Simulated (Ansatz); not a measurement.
This was printed by a script on Ansatz 0.2.0 through its Python package, for a geometry optimisation of C3H8FOS (charge +1), SMILES C[S+](C)(=O)CF. What did the script look like? Settings: PBE0, def2-SVP basis, multiplicity 1.

Input file `c3h8fos.xyz`:
```text
14

C     1.29900    0.10410    1.11470
S     0.17660   -0.10090   -0.21890
C    -0.45690    1.39000   -0.89440
O     1.13270   -0.67440   -1.42160
C    -1.01230   -1.37170    0.00670
F    -1.89040   -1.03710    0.98830
H     0.74610    0.48760    1.97380
H     1.74190   -0.86470    1.35170
H     2.07290    0.81280    0.81550
H    -1.01440    1.15400   -1.80230
H    -1.11460    1.85040   -0.15540
H     0.37850    2.05370   -1.12320
H    -1.56150   -1.51240   -0.92620
H    -0.49760   -2.29150    0.29110
```

```console
$ python c3h8fos.py
step   1  E = -18808.295084 eV  largest force component 6.8726 eV/A
step   2  E = -18809.153656 eV  largest force component 4.0578 eV/A
step   3  E = -18808.396753 eV  largest force component 12.8157 eV/A
step   4  E = -18809.515044 eV  largest force component 1.0774 eV/A
step   5  E = -18809.558335 eV  largest force component 0.3996 eV/A
step   6  E = -18809.568767 eV  largest force component 0.1010 eV/A
step   7  E = -18809.569821 eV  largest force component 0.0306 eV/A
step   8  E = -18809.569852 eV  largest force component 0.0351 eV/A
step   9  E = -18809.569908 eV  largest force component 0.0037 eV/A
reference energy    -18809.569933 eV
total energy        -18809.569933 eV
occupied orbitals outside the frozen core (up, down): [29, 29]  frozen: 0  virtual: [99, 99]
pair        before    after (A)
C0-S1        1.7551   1.7711
C0-H6        1.0912   1.0996
C0-H7        1.0913   1.1001
C0-H8        1.0912   1.0999
S1-C2        1.7551   1.7711
S1-O3        1.6400   1.4531
S1-C4        1.7548   1.8289
C2-H9        1.0912   1.1001
C2-H10       1.0912   1.0996
C2-H11       1.0912   1.0999
C4-F5        1.3589   1.3386
C4-H12       1.0917   1.1035
C4-H13       1.0917   1.1035
final angle S1-C0-H6: 109.63 deg
final angle S1-C0-H7: 106.28 deg
final angle S1-C0-H8: 107.16 deg
final angle C0-S1-C2: 106.65 deg
final angle C0-S1-O3: 114.27 deg
final angle C0-S1-C4: 104.77 deg
final angle H6-C0-H7: 111.67 deg
final angle H6-C0-H8: 111.80 deg
final angle H7-C0-H8: 110.05 deg
final angle C2-S1-O3: 114.27 deg
final angle C2-S1-C4: 104.77 deg
final angle S1-C2-H9: 106.28 deg
final angle S1-C2-H10: 109.63 deg
final angle S1-C2-H11: 107.16 deg
final angle O3-S1-C4: 111.26 deg
final angle S1-C4-F5: 108.51 deg
final angle S1-C4-H12: 105.56 deg
final angle S1-C4-H13: 105.56 deg
final angle H9-C2-H10: 111.67 deg
final angle H9-C2-H11: 110.05 deg
final angle H10-C2-H11: 111.80 deg
final angle F5-C4-H12: 112.79 deg
final angle F5-C4-H13: 112.79 deg
final angle H12-C4-H13: 111.06 deg
dipole moment 2.299 D
Mulliken: [('C', -0.146), ('S', 0.403), ('C', -0.146), ('O', -0.389), ('C', 0.205), ('F', -0.195), ('H', 0.152), ('H', 0.167), ('H', 0.168), ('H', 0.167), ('H', 0.152), ('H', 0.168), ('H', 0.147), ('H', 0.147)]
```

The script that was run (others could print the same):

The script, `c3h8fos.py`:
```python
'''Geometry optimisation of C3H8FOS(+).'''

import itertools
import warnings

import ansatz as az
from ase.data import atomic_numbers, covalent_radii
import numpy as np

BASIS = 'def2-SVP'
XC = 'PBE0'
NET_CHARGE = 1

warnings.simplefilter('ignore', az.DeckWarning)

mol = az.Crystal.molecule_from_extxyz('c3h8fos.xyz')

calculation = mol.calculation().basis(gaussian=BASIS).functional(XC).charge(NET_CHARGE)
symbols = [site.symbol for site in mol.cartesian_sites]
start = np.array([site.position_ang for site in mol.cartesian_sites], dtype=float)
def progress(event):
    if event['event'] == 'relax_step':
        row = event['data']
        print(f'step {row["step"]:3d}  E = {row["lagrangian_ev"]:.6f} eV  largest force component {row["allowed_force_max_ev_ang"]:.4f} eV/A')


data = calculation.relax(force_tolerance=0.01, max_steps=100).session().plan().execute(on_event=progress).report
end = np.array(data['positions_ang'])

print('reference energy %16.6f eV' % data['reference_energy_ev'])
print('total energy     %16.6f eV' % data['free_energy_ev'])
print('occupied orbitals outside the frozen core (up, down):', data['n_occupied'], ' frozen:', data['n_frozen'], ' virtual:', data['n_virtual'])

# pairs closer than 1.2 times the sum of covalent radii, before or after
radius = [covalent_radii[atomic_numbers[s]] for s in symbols]
span = lambda where, i, j: np.linalg.norm(where[i] - where[j])
bonded = [(i, j) for i, j in itertools.combinations(range(len(symbols)), 2) if min(span(start, i, j), span(end, i, j)) < 1.2 * (radius[i] + radius[j])]
print('pair        before    after (A)')
for i, j in bonded:
    print(f'{symbols[i]}{i}-{symbols[j]}{j}'.ljust(10), f'{span(start, i, j):8.4f} {span(end, i, j):8.4f}')
for first, second in list(itertools.combinations(bonded, 2)):
    shared = set(first) & set(second)
    if shared and symbols[(j := shared.pop())] != 'H':
        i, k = sorted((set(first) | set(second)) - {j})
        u, v = end[i] - end[j], end[k] - end[j]
        angle = np.degrees(np.arccos(np.clip(u @ v / np.linalg.norm(u) / np.linalg.norm(v), -1, 1)))
        print(f'final angle {symbols[i]}{i}-{symbols[j]}{j}-{symbols[k]}{k}: {angle:.2f} deg')

charges = data['charge_distribution']
print('dipole moment', round(4.803205 * float(np.linalg.norm(charges['dipole_moment_e_ang'])), 3), 'D')
print('Mulliken:', [(s, round(q, 3)) for s, q in zip(symbols, charges['mulliken_charges_e'])])
```

Reading the output:
- The settings weren't tested for convergence.
- The end point is the stationary point reached from this start; no frequency run checks that it is a minimum, and the basis set is modest.
- An ion's dipole depends on the origin; the program takes it about the centre of nuclear charge.
- Timing: 74 s on 1 thread of Arm Neoverse V2, with other jobs on the host, peak memory 0.4 GiB.

(Lines on the test bed's own set-up are left out of the output.)
